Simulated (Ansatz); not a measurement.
This geometry of CH4NSi (7 atoms, charge 0, multiplicity 2) is a first-order saddle point.

Theory: Ansatz 0.2.0, UKS PBE/def2-SVP.

```xyz
7
Properties=species:S:1:pos:R:3
N -0.944 0.354 -0.321
C 0.271 0.335 0.217
Si 1.742 -0.712 -0.358
H -1.196 -0.356 -1.020
H -1.662 1.048 -0.080
H 0.403 1.173 0.938
H 1.385 -1.843 0.623
```

Problem. Which two structures does it join? (They come from a converged band through this point; their orientation in space is the band's.)

Solution. No bond is made or broken. The dihedral N1–C2–Si3–H7 goes from -177 to 0°.

Image 0:

```xyz
7
Properties=species:S:1:pos:R:3
N -1.022 0.434 -0.383
C 0.155 0.120 0.194
Si 1.158 -1.396 -0.300
H -1.409 -0.173 -1.114
H -1.565 1.264 -0.136
H 0.457 0.858 0.962
H 2.228 -1.107 0.777
```

Image 6:

```xyz
7
Properties=species:S:1:pos:R:3
N -0.808 0.321 -0.313
C 0.282 0.392 0.472
Si 1.703 -0.839 0.543
H -0.903 -0.476 -0.952
H -1.558 1.020 -0.311
H 0.278 1.293 1.119
H 1.006 -1.710 -0.558
```

Problem. How far does it lie above each of them?

Solution. 12.4 kcal/mol above the first and 13.3 kcal/mol above the second. This is the barrier of this one path; another mechanism may lie lower.

Run time: 91 s on 1 thread of Intel(R) Xeon(R) Platinum 8488C (Sapphire Rapids) (shared host), peak memory 0.14 GiB.
